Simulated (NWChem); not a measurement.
Program: NWChem. System: OS, charge 0, spin multiplicity 3, at a geometry optimised with UPBE0/def2-SVP. The structure started from a generated list of species. Its SCF solution wasn't tested for a lower state. Level: URI-MP2/cc-pVTZ, 6 core orbitals frozen.

The NWChem input:

```
start mol
memory heap 200 mb stack 900 mb global 1100 mb
geometry units angstroms nocenter noautoz
  O      0.000000     0.000000     1.001183
  S      0.000000     0.000000    -0.500592
  symmetry group C2v
end
basis spherical
  * library cc-pvtz
end
basis "ri-mp2 basis" spherical
  * library cc-pvtz-ri
end
scf
  uhf
  nopen 2
  maxiter 100
  thresh 1e-7
  semidirect memsize 60000000 filesize 0
  # guess.movecs holds the orbitals of an unrestricted PBE0 run
  vectors input guess.movecs output mol.movecs
end
mp2
  freeze core 6
end
task rimp2 energy
```

Part of the output:

```
             Northwest Computational Chemistry Package (NWChem) 7.3.0
             --------------------------------------------------------

                                NWChem Input Module
                                -------------------

 Scaling coordinates for geometry "geometry" by  1.889725989
 (inverse scale =  0.529177249)

 Turning off AUTOSYM since
 SYMMETRY directive was detected!

                             Geometry "geometry" -> ""
                             -------------------------

 Output coordinates in angstroms (scale by  1.889725989 to convert to a.u.)

  No.       Tag          Charge          X              Y              Z
 ---- ---------------- ---------- -------------- -------------- --------------
    1 O                    8.0000     0.00000000     0.00000000     1.00118300
    2 S                   16.0000     0.00000000     0.00000000    -0.50059200

 Effective nuclear repulsion energy (a.u.)      45.1030865955

            Nuclear Dipole moment (a.u.)
            ----------------------------
        X                 Y               Z
 ---------------- ---------------- ----------------
     0.0000000000     0.0000000000    -0.0000151178

      Symmetry information
      --------------------

 Group name             C2v
 Group number             16
 Group order               4
 No. of unique centers     2

      Symmetry unique atoms

     1    2


 Summary of "ao basis" -> "" (spherical)
 ------------------------------------------------------------------------------
       Tag                 Description            Shells   Functions and Types
 ---------------- ------------------------------  ------  ---------------------
 *                          cc-pvtz                   on all atoms

 Summary of "ri-mp2 basis" -> "" (spherical)
 ------------------------------------------------------------------------------
       Tag                 Description            Shells   Functions and Types
 ---------------- ------------------------------  ------  ---------------------
 *                         cc-pvtz-ri                 on all atoms

 Summary of "ao basis" -> "ao basis" (spherical)
 ------------------------------------------------------------------------------
       Tag                 Description            Shells   Functions and Types
 ---------------- ------------------------------  ------  ---------------------
 O                          cc-pvtz                 10       30   4s3p2d1f
 S                          cc-pvtz                 12       34   5s4p2d1f

                                 NWChem SCF Module
                                 -----------------

  ao basis        = "ao basis"
  functions       =    64
  atoms           =     2
  alpha electrons =    13
  beta  electrons =    11
  charge          =   0.00
  wavefunction    = UHF
  use symmetry    = T
  symmetry adapt  = T

 Summary of "ao basis" -> "ao basis" (spherical)
 ------------------------------------------------------------------------------
       Tag                 Description            Shells   Functions and Types
 ---------------- ------------------------------  ------  ---------------------
 O                          cc-pvtz                 10       30   4s3p2d1f
 S                          cc-pvtz                 12       34   5s4p2d1f

      Symmetry analysis of basis
      --------------------------

        a1         28
        a2          6
        b1         15
        b2         15

 Forming initial guess at       0.0s

   Symmetry analysis of molecular orbitals - initial alpha
   -------------------------------------------------------

  Numbering of irreducible representations:

     1 a1          2 a2          3 b1          4 b2

  Orbital symmetries:

     1 a1          2 a1          3 a1          4 b2          5 b1
     6 a1          7 a1          8 a1          9 b1         10 b2
    11 a1         12 b2         13 b1         14 a1         15 b2
    16 b1         17 a1         18 a2         19 a1         20 a1
    21 b2         22 b1         23 a1

   Symmetry analysis of molecular orbitals - initial beta
   ------------------------------------------------------

  Numbering of irreducible representations:

     1 a1          2 a2          3 b1          4 b2

  Orbital symmetries:

     1 a1          2 a1          3 a1          4 a1          5 b2
     6 b1          7 a1          8 a1          9 a1         10 b2
    11 b1         12 b2         13 b1         14 a1         15 b1
    16 b2         17 a1         18 a1         19 a2         20 a1
    21 b1         22 b2         23 a1

 Starting SCF solution at       0.0s

 ----------------------------------------------
         Quadratically convergent UHF

 Convergence threshold     :          1.000E-07
 Maximum no. of iterations :          100
 Integral*density screening:          1.000E-09
 ----------------------------------------------

              iter       energy          gnorm     gmax       time
             ----- ------------------- --------- --------- --------
                 1     -472.3866322056  5.02D-01  1.11D-01      0.5
                 2     -472.3997499107  7.69D-02  1.79D-02      0.6
                 3     -472.4013001125  3.42D-03  1.03D-03      0.6
                 4     -472.4013071852  1.76D-05  4.53D-06      0.6
                 5     -472.4013071853  5.46D-09  1.75D-09      0.7

       Final UHF  results
       ------------------

         Total SCF energy =   -472.401307185290
      One electron energy =   -742.180892533770
      Two electron energy =    224.676498752977
 Nuclear repulsion energy =     45.103086595503
[...]
 Vector    9  Occ=1.000000D+00  E=-5.702237D-01  Symmetry=a1
              MO Center=  1.1D-15, -2.8D-15,  4.1D-02, r^2= 1.8D+00
   Bfn.  Coefficient  Atom+Function         Bfn.  Coefficient  Atom+Function
  ----- ------------  ---------------      ----- ------------  ---------------
    35      0.351346  2 S  s                 41     -0.348560  2 S  pz
    10      0.309503  1 O  pz                 7      0.242284  1 O  pz
    13      0.240578  1 O  pz                33      0.198311  2 S  s
    44     -0.169793  2 S  pz

 Vector   10  Occ=1.000000D+00  E=-4.892131D-01  Symmetry=b2
              MO Center=  1.3D-17,  1.4D-15,  4.8D-01, r^2= 1.2D+00
   Bfn.  Coefficient  Atom+Function         Bfn.  Coefficient  Atom+Function
  ----- ------------  ---------------      ----- ------------  ---------------
     9      0.316769  1 O  py                40      0.306663  2 S  py
    12      0.276927  1 O  py                 6      0.244762  1 O  py
    46      0.179672  2 S  py

 Vector   11  Occ=1.000000D+00  E=-4.892131D-01  Symmetry=b1
              MO Center= -2.2D-15, -5.7D-17,  4.8D-01, r^2= 1.2D+00
   Bfn.  Coefficient  Atom+Function         Bfn.  Coefficient  Atom+Function
  ----- ------------  ---------------      ----- ------------  ---------------
     8      0.316769  1 O  px                39      0.306663  2 S  px
    11      0.276927  1 O  px                 5      0.244762  1 O  px
    45      0.179672  2 S  px

 Vector   12  Occ=0.000000D+00  E= 4.481248D-02  Symmetry=b1
              MO Center= -3.8D-16,  7.5D-17, -2.0D-01, r^2= 2.2D+00
   Bfn.  Coefficient  Atom+Function         Bfn.  Coefficient  Atom+Function
  ----- ------------  ---------------      ----- ------------  ---------------
    45      0.589123  2 S  px                11     -0.415132  1 O  px
    39      0.345542  2 S  px                 8     -0.241450  1 O  px
     5     -0.206117  1 O  px                42      0.164214  2 S  px

 Vector   13  Occ=0.000000D+00  E= 4.481248D-02  Symmetry=b2
              MO Center=  2.6D-17,  4.3D-16, -2.0D-01, r^2= 2.2D+00
   Bfn.  Coefficient  Atom+Function         Bfn.  Coefficient  Atom+Function
  ----- ------------  ---------------      ----- ------------  ---------------
    46      0.589123  2 S  py                12     -0.415132  1 O  py
    40      0.345542  2 S  py                 9     -0.241450  1 O  py
     6     -0.206117  1 O  py                43      0.164214  2 S  py

 Vector   14  Occ=0.000000D+00  E= 1.759867D-01  Symmetry=a1
              MO Center=  1.2D-15,  5.1D-16, -4.5D-01, r^2= 3.3D+00
   Bfn.  Coefficient  Atom+Function         Bfn.  Coefficient  Atom+Function
  ----- ------------  ---------------      ----- ------------  ---------------
    47     -1.314169  2 S  pz                 4      1.205599  1 O  s
    35     -1.045107  2 S  s                 13     -0.556208  1 O  pz
    41     -0.274755  2 S  pz                10     -0.190761  1 O  pz

 center of mass
 --------------
 x =   0.00000000 y =   0.00000000 z =   0.00034943

 moments of inertia (a.u.)
 ------------------
          85.865280307341           0.000000000000           0.000000000000
           0.000000000000          85.865280307341           0.000000000000
           0.000000000000           0.000000000000           0.000000000000

  Mulliken analysis of the total density
  --------------------------------------

    Atom       Charge   Shell Charges
 -----------   ------   -------------------------------------------------------
    1 O    8     8.34   1.95  1.05  0.24  0.60  1.20  2.08  1.18  0.00  0.03  0.00
    2 S   16    15.66   2.00  1.90  1.16  0.19  0.64  5.81  2.10  0.78  0.82  0.15  0.08  0.03

  Mulliken analysis of the alpha density
  --------------------------------------

    Atom       Charge   Shell Charges
 -----------   ------   -------------------------------------------------------
    1 O    8     4.57   0.97  0.55  0.13  0.29  0.77  1.27  0.58  0.00  0.01  0.00
    2 S   16     8.43   1.00  0.95  0.60  0.09  0.30  2.91  1.41  0.49  0.54  0.07  0.04  0.02

   Mulliken analysis of the beta density
   -------------------------------------

    Atom       Charge   Shell Charges
 -----------   ------   -------------------------------------------------------
    1 O    8     3.77   0.98  0.50  0.11  0.31  0.43  0.81  0.61  0.00  0.02  0.00
    2 S   16     7.23   1.00  0.95  0.56  0.10  0.34  2.91  0.69  0.29  0.27  0.07  0.04  0.02

   Mulliken analysis of the spin density
   -------------------------------------

    Atom       Charge   Shell Charges
 -----------   ------   -------------------------------------------------------
    1 O    8     0.80  -0.00  0.04  0.01 -0.01  0.33  0.46 -0.03 -0.00 -0.01 -0.00
    2 S   16     1.20   0.00  0.00  0.04 -0.00 -0.04  0.00  0.73  0.20  0.27 -0.00  0.01 -0.00

       Multipole analysis of the density wrt the origin
       ------------------------------------------------

     L   x y z        total         alpha         beta         nuclear
     -   - - -        -----         -----         ----         -------
     0   0 0 0     -0.000000    -13.000000    -11.000000     24.000000

     1   1 0 0      0.000000     -0.000000      0.000000      0.000000
     1   0 1 0      0.000000      0.000000      0.000000      0.000000
     1   0 0 1     -0.753402     -0.237940     -0.515447     -0.000015

     2   2 0 0    -13.035493     -7.846342     -5.189152      0.000000
     2   1 1 0      0.000000      0.000000      0.000000      0.000000
     2   1 0 1     -0.000000     -0.000000     -0.000000      0.000000
     2   0 2 0    -13.035493     -7.846342     -5.189152      0.000000
     2   0 1 1     -0.000000     -0.000000     -0.000000      0.000000
     2   0 0 2    -13.614882    -31.334057    -25.235075     42.954250

                               NWChem RI-MP2 Module
                               --------------------

 Summary of "ri-mp2 basis" -> "ri-mp2 basis" (spherical)
 ------------------------------------------------------------------------------
       Tag                 Description            Shells   Functions and Types
 ---------------- ------------------------------  ------  ---------------------
 O                         cc-pvtz-ri               23       81   8s6p5d3f1g
 S                         cc-pvtz-ri               32      122   10s8p7d5f2g

 SCF Reference Information:
            File: './mol.movecs'
           Title: ''
    Size (AOxMO):     64 x (     64,     64)
       Total Occ:                13.00,  11.00
 RI-MP2 Calculation Information:
          Nr. of AO basis functions:         64
     Nr. of fitting basis functions:        203
               Nr. of MO spin cases:          2
        Nr. of MOs to be correlated:         58         58
     Nr. of occupied MOs correlated:          7          5
      Nr. of virtual MOs correlated:         51         53

          RI integral approximation: 'V'
    Threshold for Schwarz screening:  1.000E-09
 Smallest eigenvalue retained in fit  1.000E-08
    Type of storage for MO integrals 'EAF library'

 Transformation block size    7, requiring     1 integral passes.
 XForm_3cInts: Completed     1:    7 pass.
 Transformation block size    5, requiring     1 integral passes.
 XForm_3cInts: Completed     1:    5 pass.
 Energy evaluation using block sizes     7    7
 RIMP2_V_E2: Approx. ints. done (    1:    7,    1:    7)
 RIMP2_V_E2: Copy to B done (    1:    7,    1:    7)
 RIMP2_V_E2: Denominators done (    1:    7,    1:    7)
 RIMP2_V_E2: Completed block (    1:    7,    1:    7)
 RIMP2_V_E2: Approx. ints. done (    1:    7,    1:    5)
 RIMP2_V_E2: Copy to B done (    1:    7,    1:    5)
 RIMP2_V_E2: Denominators done (    1:    7,    1:    5)
 RIMP2_V_E2: Completed block (    1:    7,    1:    5)
 RIMP2_V_E2: Approx. ints. done (    1:    5,    1:    5)
 RIMP2_V_E2: Copy to B done (    1:    5,    1:    5)
 RIMP2_V_E2: Denominators done (    1:    5,    1:    5)
 RIMP2_V_E2: Completed block (    1:    5,    1:    5)

          -------------------------------------------
          SCF energy                -472.401307185290
          Correlation energy          -0.377142548058
          Total MP2 energy          -472.778449733348
          -------------------------------------------

 -----------------------
 Performance information
 -----------------------

 Timer overhead =  1.27D-07 seconds/call

               Nr. of calls         CPU time (s)                 Wall time (s)                GFlops
             ---------------    -------------------     ------------------------------   -------------------
Name         Min   Avg   Max    Min     Avg     Max     Min     Avg     Max   Mx/calls   Min     Max     Sum
Overall       1     1     1   0.95    0.95    0.95     0.95    0.95    0.95    0.95      0.0     0.0     0.0
3c integr     2     2     2   0.22    0.22    0.22     0.22    0.22    0.22    0.11      0.0     0.0     0.0
Energy        1     1     1   1.67E-2 1.67E-2 1.67E-2  1.67E-2 1.67E-2 1.67E-2 1.67E-2   0.0     0.0     0.0
3c integr     2     2     2   0.22    0.22    0.22     0.22    0.22    0.22    0.11      0.0     0.0     0.0
First 2/3     6     6     6   1.56E-3 1.56E-3 1.56E-3  1.56E-3 1.56E-3 1.56E-3 2.61E-4   0.0     0.0     0.0
Final 1/3     2     2     2   2.15E-3 2.15E-3 2.15E-3  2.15E-3 2.15E-3 2.15E-3 1.08E-3   0.0     0.0     0.0
Write 3c      2     2     2   3.74E-4 3.74E-4 3.74E-4  3.74E-4 3.74E-4 3.74E-4 1.87E-4   0.0     0.0     0.0
Read 3c i     3     3     3   2.19E-4 2.19E-4 2.19E-4  2.19E-4 2.19E-4 2.19E-4 7.30E-5   0.0     0.0     0.0
Fitting b     1     1     1   1.52E-2 1.52E-2 1.52E-2  1.52E-2 1.52E-2 1.52E-2 1.52E-2   0.0     0.0     0.0
Schwarz i     1     1     1   9.03E-3 9.03E-3 9.03E-3  9.03E-3 9.03E-3 9.03E-3 9.03E-3   0.0     0.0     0.0
Form 4ci      3     3     3   2.58E-3 2.58E-3 2.58E-3  2.58E-3 2.58E-3 2.58E-3 8.62E-4   0.0     0.0     0.0
Form A &      3     3     3   1.26E-2 1.26E-2 1.26E-2  1.26E-2 1.26E-2 1.26E-2 4.21E-3   0.0     0.0     0.0
Denominat     3     3     3   1.46E-4 1.46E-4 1.46E-4  1.46E-4 1.46E-4 1.46E-4 4.85E-5   0.0     0.0     0.0
Pair Ener     3     3     3   7.55E-4 7.55E-4 7.55E-4  7.55E-4 7.55E-4 7.55E-4 2.52E-4   0.0     0.0     0.0

 The average no. of pstat calls per process was 3.30D+01
 with a timing overhead of 4.20D-06s

 Task  times  cpu:        1.0s     wall:        1.0s

 Total times  cpu:        1.0s     wall:        1.0s
```
